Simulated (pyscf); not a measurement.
Thermochemistry of product channels of `[CH2]=[N]` [doublet] on the doublet surface, in kcal/mol, from ωB97M-D3(BJ)/def2-TZVP energies (ideal gas, 1 atm, RRHO with modes under 100 cm⁻¹ raised to 100, one conformer, R ln 2 for rigid chiral ones). PySCF, gas phase, ωB97X-D3(BJ)/def2-SVP geometries.

| products | ΔE | ΔH(298 K) | ΔG(600 K) | ΔG(1200 K) |
|---|---|---|---|---|
| `[C]#[N]` [doublet] + `[H][H]` | +61.1 | +56.3 | +40.2 | +22.8 |
| `[CH]=[NH]` [doublet] | +8.1 | +8.6 | +7.9 | +7.2 |

These are energies of the channels, which say nothing of barriers.
